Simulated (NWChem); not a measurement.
# C$_{4}$H$_{6}$; SMILES C1=CCC1

```xyz
10

C      0.0000     0.6769     0.8146
C      0.0000    -0.6769     0.8146
C      0.0000    -0.7849    -0.6991
C      0.0000     0.7849    -0.6991
H      0.0000     1.4368     1.6126
H      0.0000    -1.4368     1.6126
H      0.8999    -1.2534    -1.1527
H     -0.8999    -1.2534    -1.1527
H     -0.8999     1.2534    -1.1527
H      0.8999     1.2534    -1.1527
```
Atoms are numbered in this order, from 1.

Structure relaxed at the PBE-D3(BJ)/def2-SVP level.

Symmetry labels are those of C2v in the frame above (b1 and b2, or b-type labels, depend on it). States above −ε(HOMO) = 5.9 eV lie in this functional's continuum and hang on the basis.

Q: List the 6 lowest vertical singlet excitations and the 6 lowest triplet ones from PBE/6-31+G* (spherical d), full TDDFT (NWChem).

A: 
| state | energy (eV) | oscillator strength | symmetry | leading excitation (squared amplitude) |
|---|---|---|---|---|
| S1 | 6.14 | 0.000 | b1 | HOMO → LUMO+1 (1.00) |
| S2 | 6.37 | 0.000 | a2 | HOMO → LUMO+2 (1.00) |
| S3 | 6.37 | 0.024 | b1 | HOMO → LUMO+3 (1.00) |
| S4 | 6.79 | 0.180 | b2 | HOMO → LUMO (0.90) |
| S5 | 6.86 | 0.053 | a1 | HOMO → LUMO+4 (1.00) |
| S6 | 7.11 | 0.000 | a2 | HOMO → LUMO+5 (1.00) |
| T1 | 4.02 | spin-forbidden | b2 | HOMO → LUMO (1.00) |
| T2 | 6.06 | spin-forbidden | b1 | HOMO → LUMO+1 (0.99) |
| T3 | 6.25 | spin-forbidden | b1 | HOMO → LUMO+3 (0.99) |
| T4 | 6.29 | spin-forbidden | a2 | HOMO → LUMO+2 (1.00) |
| T5 | 6.67 | spin-forbidden | b1 | HOMO−1 → LUMO (0.99) |
| T6 | 6.75 | spin-forbidden | a1 | HOMO → LUMO+4 (1.00) |
